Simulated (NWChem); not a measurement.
System: C3H8O; SMILES CCOC

The following NWChem deck was run.

```
start job
memory heap 200 mb stack 900 mb global 1100 mb
geometry units angstroms noautoz
  C      0.481108     1.561923     0.155184
  C     -0.619926     0.586897    -0.263794
  O     -0.536650    -0.679398     0.371484
  C      0.486504    -1.512113    -0.129149
  H      0.309285     2.544207    -0.300748
  H      0.487823     1.682733     1.243743
  H      1.473843     1.220330    -0.157625
  H     -1.598669     0.987958     0.021588
  H     -0.621137     0.460409    -1.360249
  H      1.494694    -1.120708     0.075494
  H      0.389696    -1.664111    -1.217232
  H      0.383276    -2.478877     0.371541
end
basis spherical
  * library def2-svp
end
dft
  xc xcamb88 1.00 lyp 0.81 vwn_5 0.19 hfexch 1.00
  cam 0.33 cam_alpha 0.19 cam_beta 0.46
  iterations 150
  vectors input atomic output neutral.movecs
end
task dft energy
charge 1
dft
  odft
  mult 2
  vectors input atomic output cation.movecs
end
task dft energy
```

NWChem printed, in part:

```
             Northwest Computational Chemistry Package (NWChem) 7.3.0
             --------------------------------------------------------

 C1  symmetry detected

                             Geometry "geometry" -> ""
                             -------------------------

 Output coordinates in angstroms (scale by  1.889725989 to convert to a.u.)

  No.       Tag          Charge          X              Y              Z
 ---- ---------------- ---------- -------------- -------------- --------------
    1 C                    6.0000     0.47988516     1.56202629     0.13505350
    2 C                    6.0000    -0.61912127     0.58451911    -0.28346619
    3 O                    8.0000    -0.54512955    -0.67436671     0.36749292
    4 C                    6.0000     0.48108533    -1.51515637    -0.11297306
    5 H                    1.0000     0.31489982     2.53923119    -0.33412599
    6 H                    1.0000     0.47595139     1.69566272     1.22212603
    7 H                    1.0000     1.47492376     1.21460654    -0.16370348
    8 H                    1.0000    -1.59975697     0.99104839    -0.01269277
    9 H                    1.0000    -0.60961757     0.44509991    -1.37831149
   10 H                    1.0000     1.48806553    -1.12355634     0.09717925
   11 H                    1.0000     0.39485457    -1.67977702    -1.20010879
   12 H                    1.0000     0.37062061    -2.47571592     0.39800838

 Effective nuclear repulsion energy (a.u.)     134.5241113032

                                 NWChem DFT Module
                                 -----------------

 Summary of "ao basis" -> "ao basis" (spherical)
 ------------------------------------------------------------------------------
       Tag                 Description            Shells   Functions and Types
 ---------------- ------------------------------  ------  ---------------------
 C                          def2-svp                 6       14   3s2p1d
 O                          def2-svp                 6       14   3s2p1d
 H                          def2-svp                 3        5   2s1p

            General Information
            -------------------
          SCF calculation type: DFT
          Wavefunction type:  closed shell.
          No. of atoms     :    12
          No. of electrons :    34
           Alpha electrons :    17
            Beta electrons :    17
          Charge           :     0
          Spin multiplicity:     1
          Use of symmetry is: off; symmetry adaption is: off
          Maximum number of iterations: 150
          AO basis - number of functions:    96
                     number of shells:    48
          Convergence on energy requested:  1.00D-06
          Convergence on density requested:  1.00D-05
          Convergence on gradient requested:  5.00D-04

              XC Information
              --------------
                     Hartree-Fock (Exact) Exchange  1.000
                   CAM-Becke88 Exchange Functional  1.000
                      VWN V Correlation Functional  0.190 local
              Lee-Yang-Parr Correlation Functional  0.810

           Range-Separation Parameters
           ---------------------------
           Alpha           :  0.19
           Beta            :  0.46
           Gamma           :  0.33
           Short-Range HF  :     F

             Grid Information
             ----------------
          Grid used for XC integration:  medium
          Radial quadrature: Mura-Knowles
          Angular quadrature: Lebedev.
          Tag              B.-S. Rad. Rad. Pts. Rad. Cut. Ang. Pts.
          ---              ---------- --------- --------- ---------
          C                   0.70       49          11.0       434
          O                   0.60       49          10.0       434
          H                   0.35       45          12.0       434
          Grid pruning is: on
          Number of quadrature shells:   556
          Spatial weights used:  Erf1

      Superposition of Atomic Density Guess
      -------------------------------------

 Sum of atomic energies:        -191.55981752

      Non-variational initial energy
      ------------------------------

 Total energy =    -193.990643
 1-e energy   =    -524.514475
 2-e energy   =     195.999721
 HOMO         =      -0.341236
 LUMO         =       0.102342

   convergence    iter        energy       DeltaE   RMS-Dens  Diis-err
 ---------------- ----- ----------------- --------- --------- ---------
 d= 0,ls=0.0,diis     1   -194.0427368424 -3.29D+02  7.83D-03  4.30D-01
 d= 0,ls=0.0,diis     2   -194.0728313465 -3.01D-02  3.28D-03  2.24D-01
 d= 0,ls=0.0,diis     3   -194.0913594340 -1.85D-02  1.00D-03  3.06D-02
 d= 0,ls=0.0,diis     4   -194.0939911625 -2.63D-03  2.81D-04  1.17D-03
 d= 0,ls=0.0,diis     5   -194.0941174239 -1.26D-04  5.35D-05  4.27D-05
  Resetting Diis
 d= 0,ls=0.0,diis     6   -194.0941229189 -5.49D-06  1.27D-05  7.28D-07
 d= 0,ls=0.0,diis     7   -194.0941230298 -1.11D-07  4.27D-06  8.88D-08

         Total DFT energy =     -194.094123029762
      One electron energy =     -528.633133481046
           Coulomb energy =      227.738172059873
    Exchange-Corr. energy =      -27.723272911807
 Nuclear repulsion energy =      134.524111303218

 Numeric. integr. density =       33.999990414782

                       DFT Final Molecular Orbital Analysis
                       ------------------------------------

[...]
```

Level: CAM-B3LYP/def2-SVP, vertical spin-unrestricted ions. Geometry: optimised at B3LYP/6-31G* (spherical d).
